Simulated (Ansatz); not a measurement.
For trigonal Te, PBE-D3(BJ) in Ansatz (plane waves, PAW) gives:

```
Item                    Value
-------------------  --------
lattice parameter a   4.315 Å
c axis length         5.968 Å
bulk modulus B0      33.0 GPa
```

**Question.** What does r²SCAN+SOC (Ansatz, a quantum-chemistry and plane-wave program, PAW) give for the same quantities?

**Answer.** 
- lattice constant a: 4.617 Å (rises by 7.0 %)
- lattice parameter c: 5.933 Å (decreases by 0.6 %)
- bulk modulus: 12.3 GPa (falls by 63 %)

For comparison: lattice constant a 4.456 Å (measured, 293 K, not corrected to a static lattice; as tabulated in Wikipedia's data pages); lattice parameter c 5.928 Å (measured, 293 K, not corrected to a static lattice; as tabulated in Wikipedia's data pages); bulk modulus 19 GPa (measured, temperature not stated, not corrected to a static lattice; as tabulated in Yi et al. (2018), arXiv:1712.00894).

Changes are worked out from the printed values.

Unless a cell is named, each level is at its own relaxed cell (PBE-D3(BJ) 32.08, r²SCAN+SOC 36.51 Å³/atom).

Caveats: for a layered or molecular solid the relaxed cell lies over 5 % above the published volume, where the minimum can be shallow (r²SCAN+SOC); the cell comes from a level without a dispersion term, which matters for the spacing of layers, chains or molecules (r²SCAN+SOC). Ansatz's density-functional and Hartree–Fock values are scalar-relativistic unless marked +SOC, with PAW data made under PBE.
